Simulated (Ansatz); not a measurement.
Species: CH4, SMILES `C` (charge 0, multiplicity 1).

Task: Give a relaxed geometry from B3LYP-D3(BJ)/def2-TZVP (Ansatz, a first-principles code).

Result: the end point of this relaxation (outside a Z-matrix the atoms follow the SMILES, hydrogens last).
Cartesian coordinates (Å) in one orientation:
```xyz
5

C      0.000     0.000     0.000
H     -0.622    -0.771    -0.453
H     -0.408     0.271     0.973
H      0.016     0.878    -0.644
H      1.014    -0.378     0.124
```
